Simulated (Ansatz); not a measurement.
Write a Python script for Ansatz's Python interface that makes vertical and adiabatic energies of changing the electron count of CH2Cl, SMILES [CH2]Cl. Use (for the species named): B3LYP, def2-TZVP basis, multiplicity 2.

```yaml
atoms:
  - { symbol: C, position_ang: [0.0835, -0.2024, -0.0970] }
  - { symbol: Cl, position_ang: [-0.3523, 1.2002, 0.8379] }
  - { symbol: H, position_ang: [-0.6095, -1.0295, 0.0356] }
  - { symbol: H, position_ang: [0.9338, -0.0285, -0.7967] }
```

`ch2cl_adiabatic.py`
```python
"""Vertical and adiabatic ionisation of CH2Cl."""

import itertools
import logging
import sys

import ansatz
from ase.data import atomic_numbers, covalent_radii
import numpy as np

logging.basicConfig(stream=sys.stdout, format="%(name)s: %(message)s")
log = logging.getLogger("ansatz_job")
log.setLevel(logging.INFO)

BASIS = "def2-TZVP"
XC = "B3LYP"
CHARGE = 1

GEOMETRY = """
C     0.08350   -0.20240   -0.09700
Cl   -0.35230    1.20020    0.83790
H    -0.60950   -1.02950    0.03560
H     0.93380   -0.02850   -0.79670
"""

mol = ansatz.Crystal.molecule()
for line in GEOMETRY.strip().splitlines():
    symbol, *xyz = line.split()
    mol = mol.atom(symbol, [float(v) for v in xyz])

calc = (
    mol.calculation()
    .basis(gaussian=BASIS)
    .functional(XC)
    .spin("collinear", total=1)
)
symbols = [site.symbol for site in mol.cartesian_sites]
start = np.array([site.position_ang for site in mol.cartesian_sites], dtype=float)
summary = calc.relax(force_tolerance=0.01).run(threads=1, backend="cpu").report
end = np.array(summary["positions_ang"])

minimum = ansatz.Crystal.molecule()
for symbol, place in zip(symbols, end):
    minimum = minimum.atom(symbol, place.tolist())
ion = minimum.calculation()
ion = ion.basis(gaussian=BASIS)
ion = ion.functional(XC)
ion = ion.charge(CHARGE)
vertical = ion.run(threads=1, backend="cpu").report
settled = ion.relax(force_tolerance=0.01, max_steps=80).run(threads=1, backend="cpu").report
log.info(f"vertical ionisation energy   {vertical['free_energy_ev'] - summary['free_energy_ev']:.3f} eV")
log.info(f"adiabatic, no zero point     {settled['free_energy_ev'] - summary['free_energy_ev']:.3f} eV")
log.info(f"relaxation energy of the ion {vertical['free_energy_ev'] - settled['free_energy_ev']:.3f} eV")
ionised = np.array(settled["positions_ang"])
# pairs closer than 1.2 times the sum of covalent radii, before or after
radius = [covalent_radii[atomic_numbers[s]] for s in symbols]
span = lambda where, i, j: np.linalg.norm(where[i] - where[j])
bonded = [(i, j) for i, j in itertools.combinations(range(len(symbols)), 2) if min(span(end, i, j), span(ionised, i, j)) < 1.2 * (radius[i] + radius[j])]
log.info("pair        before    after (A)")
for i, j in bonded:
    print(f"{symbols[i]}{i}-{symbols[j]}{j}".ljust(10), f"{span(end, i, j):8.4f} {span(ionised, i, j):8.4f}")
```

`python ch2cl_adiabatic.py` gives:
```text
ansatz_job: vertical ionisation energy   8.942 eV
ansatz_job: adiabatic, no zero point     8.759 eV
ansatz_job: relaxation energy of the ion 0.182 eV
ansatz_job: pair        before    after (A)
C0-Cl1       1.6980   1.5938
C0-H2        1.0769   1.0897
C0-H3        1.0769   1.0897
```

The energies are electronic: no zero-point or thermal terms, and the basis set is short of its limit. The product may relax into another structure. Each relaxation finds its nearest minimum, which needn't be the lowest. The run takes the species as open-shell (spin multiplicity 2), which needn't be its ground state. b3lyp holds the VWN-RPA fit, as in Gaussian; the form of ORCA and Turbomole is b3lyp5. Only the spin states typed were run; another state of an ion can lie lower, by up to an eV or two. Run time: 21 s on 1 thread of Arm Neoverse V2, on a shared host, peak memory 0.21 GiB.
